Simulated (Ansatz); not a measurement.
Results of r²SCAN-D4 in Ansatz (PAW) for Ce₃S₄ (I-43d, No. 220; cell taken from a computed entry).

Settings: plane-wave cutoff 500 eV, 8×8×8 k mesh, Fermi–Dirac smearing 0.05 eV, spin-polarised start, scalar-relativistic PAW data made under PBE.

Computed at the level's own relaxed cell.

Problem. What does this level give for the equilibrium volume per atom and lattice parameter a?

Solution. 
- equilibrium volume per atom = 23.11 Å³/atom
- lattice parameter a = 8.649 Å

Note: the magnetic order was assumed, not searched for or taken from measurement; the relaxation could not lower the start's symmetry, so the cell can be a saddle point above a distorted one; the 4f shell is treated without U or exact exchange, so its levels and filling can be wrong.

Spin–orbit coupling is not included.

Static lattice: no zero-point or thermal effects.

It cost very roughly 30 core-minutes of CPU time.

Ansatz is a quantum-chemistry and plane-wave program.
